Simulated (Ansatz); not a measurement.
**doublet SiH2O+ at 6 levels**

We compute a comparison of 6 runs (UHF/STO-3G, U-revPBE/def2-TZVPP, UBLYP/def2-TZVPP, UPBE/def2-TZVPP, RPA@PBE0/def2-TZVPP, UBCCD(T)/def2-TZVPP) of doublet SiH2O+. 

Program for the calculation: Ansatz 0.2.0.

50 further runs of the same task are left out: 50 set aside as unsound or not needed.

**1. The structure to begin with**

SiH2O+: 4 atoms, total charge +1, spin state doublet. SMILES of the parent species: `O=[SiH2]`. Geometry: relaxed at PBE0-D4/def2-TZVP. That shape belongs to the parent species and isn't relaxed for this state.

Bond lengths: O1–Si2 1.516 Å, Si2–H3 1.485 Å, Si2–H4 1.486 Å. Angles: O1–Si2–H3 124.0°, O1–Si2–H4 124.0°, H3–Si2–H4 111.9°.

**2. A single-point energy at UHF/STO-3G (run 1)**

File molecule.yaml:

```yaml
basis:
  gaussian:
    orbitals: STO-3G
crystal:
  periodic: [false, false, false]
  atoms:
    - {symbol: O, position_ang: [-0.283200, 0.413500, 1.469500]}
    - {symbol: Si, position_ang: [-0.006700, 0.009800, 0.034900]}
    - {symbol: H, position_ang: [0.439900, -1.346000, -0.376200]}
    - {symbol: H, position_ang: [-0.150000, 0.922700, -1.128300]}
total_charge: 1
magnetization:
  spin_polarized: true
  initial_magnetization: 1
hamiltonian:
  xc: hf
accuracy: high
output: {orbitals: {seedname: orbitals}}
```

On the command line:

```sh
$ ansatz run molecule.yaml --threads 1 --pin off --max-ram 3480MiB --events-out events.jsonl --progress --plain --runs-dir runs
```

Output:

```text
Warning: RAYON_NUM_THREADS=1 ignored (pool sized by the plan → 1); use --threads N
Functional definition: HF
  name "HF"
  exchange = exact_x
  correlation = 0
267 factors; integrals over basis functions are off by at most 2.6e-8 eV
mean field evaluation 1: about -9789.0203 eV, gradient 3.4e1 eV
mean field evaluation 2: about -9789.0315 eV, gradient 3.4e1 eV
mean field evaluation 4: about -9802.8494 eV, gradient 1.3e1 eV
mean field evaluation 8: about -9805.2264 eV, gradient 3.7e-1 eV
mean field evaluation 16: about -9804.5718 eV, gradient 2.3e0 eV
mean field evaluation 32: about -9803.4708 eV, gradient 5.4e0 eV
mean field evaluation 64: about -9796.8833 eV, gradient 1.5e0 eV
mean field evaluation 96: about -9795.5708 eV, gradient 4.1e0 eV
mean field evaluation 128: about -9802.8430 eV, gradient 1.3e1 eV
mean field -9805.22454950 eV, -360.3353559742 hartree, gradient 7.1e-8 eV, S^2 0.770766; 1 other end points of the search recorded, 0 dependent functions left out
reference -9805.22454950 eV, -360.3353559742 hartree; 12, 11 occupied and 4, 5 virtual orbitals, 267 factors
Total energy: -9805.22454950 eV, -360.3353559742 hartree
```

Wall time 0.14 s (1 thread of Arm Neoverse V2, shared host).

**3. The energy at U-revPBE/def2-TZVPP (run 2)**

File in.yaml:

```yaml
crystal:
  periodic: [false, false, false]
  atoms:
    - {symbol: O, position_ang: [-0.283200, 0.413500, 1.469500]}
    - {symbol: Si, position_ang: [-0.006700, 0.009800, 0.034900]}
    - {symbol: H, position_ang: [0.439900, -1.346000, -0.376200]}
    - {symbol: H, position_ang: [-0.150000, 0.922700, -1.128300]}
basis:
  gaussian:
    orbitals: def2-TZVPP
total_charge: 1
output: {orbitals: {seedname: orbitals}}
accuracy: high
magnetization:
  spin_polarized: true
  initial_magnetization: 1
hamiltonian:
  xc: {name: revPBE}
```

On the command line:

```sh
$ ansatz run in.yaml --threads 1 --pin off --max-ram 3480MiB --events-out events.jsonl --progress --plain --runs-dir runs
```

Output:

```text
Warning: RAYON_NUM_THREADS=1 ignored (pool sized by the plan → 1); use --threads N
Functional definition: revPBE
  name "revPBE"
  parameter kappa = 1.245
  parameter beta = 0.06672455060314922
  exchange = pbe_x(kappa = kappa, mu = beta*pi^2/3)
  correlation = pbe_c(beta = beta)
1618 factors; integrals over basis functions are off by at most 3.1e-9 eV
mean field evaluation 1: about -9915.4158 eV, gradient 8.7e1 eV
mean field evaluation 2: about -9650.8051 eV, gradient 1.6e2 eV
mean field evaluation 4: about -9942.0799 eV, gradient 2.3e1 eV
mean field evaluation 8: about -9945.0189 eV, gradient 8.8e-2 eV
mean field evaluation 16: about -9945.0127 eV, gradient 1.2e-4 eV
mean field evaluation 32: about -9945.0022 eV, gradient 1.5e0 eV
mean field -9945.01271642 eV, -365.4724763566 hartree, gradient 1.9e-8 eV, S^2 0.755921; 3 other end points of the search recorded, 0 dependent functions left out
reference -9945.01272027 eV, -365.4724764983 hartree; 12, 11 occupied and 89, 90 virtual orbitals, 1618 factors
Total energy: -9945.01272027 eV, -365.4724764983 hartree
```

Wall time 6.9 s (1 thread of Arm Neoverse V2, shared host); peak memory 0.23 GiB.

Runs 3 to 5 aren't shown in full; the table further down has their settings and results.

**4. A single-point energy at UBCCD(T)/def2-TZVPP (run 6)**

File job.yaml:

```yaml
crystal:
  periodic: [false, false, false]
  atoms:
    - symbol: O
      position_ang: [-0.283200, 0.413500, 1.469500]
    - symbol: Si
      position_ang: [-0.006700, 0.009800, 0.034900]
    - symbol: H
      position_ang: [0.439900, -1.346000, -0.376200]
    - symbol: H
      position_ang: [-0.150000, 0.922700, -1.128300]
basis:
  gaussian: {orbitals: def2-TZVPP}
total_charge: 1
magnetization: {spin_polarized: true, initial_magnetization: 1}
correlation: {method: bccd_t, frozen_orbitals: {H: 0, O: 1, Si: 5}}
accuracy: high
scf: {omitted_lower_state_checks: [cluster_reference, increment]}
```

On the command line:

```sh
$ ansatz run job.yaml --threads 1 --pin off --max-ram 3480MiB --events-out events.jsonl --progress --plain --runs-dir runs
```

Output:

```text
Warning: RAYON_NUM_THREADS=1 ignored (pool sized by the plan → 1); use --threads N
[... 14 lines left out ...]
6 core orbitals not correlated: weight in the atoms' cores, before any rotation towards them, 1.000 or more for the frozen orbitals, at most 0.000 for the correlated occupied ones
[... 36 lines left out ...]
Total energy: -9931.46404801 eV, -364.9745719761 hartree
Checks for a lower state left out: cluster_reference, increment
```

It took 69 s on 1 thread of Arm Neoverse V2, shared host; peak memory 1.8 GiB.

**5. The series**

| run | level | frozen core orbitals | energy (Eh) | HOMO energy (eV) | LUMO energy (eV) | ⟨S²⟩ | wall time |
| --- | --- | --- | --- | --- | --- | --- | --- |
| 1 | UHF/STO-3G | – | -360.335356 | -19.50 | -2.65 | 0.771 | 0.14 s |
| 2 | U-revPBE/def2-TZVPP | – | -365.472476 | -16.26 | -14.59 | 0.756 | 6.9 s |
| 3 | UBLYP/def2-TZVPP | – | -365.551408 | -16.17 | -14.60 | 0.756 | 6.9 s |
| 4 | UPBE/def2-TZVPP | – | -365.322642 | -16.28 | -14.67 | 0.756 | 7.2 s |
| 5 | RPA@PBE0/def2-TZVPP | 6 | -365.102421 | – | – | 0.758 | 15 s |
| 6 | UBCCD(T)/def2-TZVPP | 6 | -364.974572 | – | – | 0.760 | 69 s |

**6. What came out**

| quantity | value |
| --- | --- |
| run 6: total energy | -364.97457 Eh |
| run 6: correlation energy (6 core orbitals frozen) | -317.8 mEh |
| run 6: (T) correction | -10.97 mEh |
| run 6: ⟨S²⟩ of the reference determinant | 0.760 |

What this shows: Totals of different functionals can't be ranked against each other. In run 1 the basis is minimal, so the values are rough. All runs together took 1.7 min, the longest 69 s.
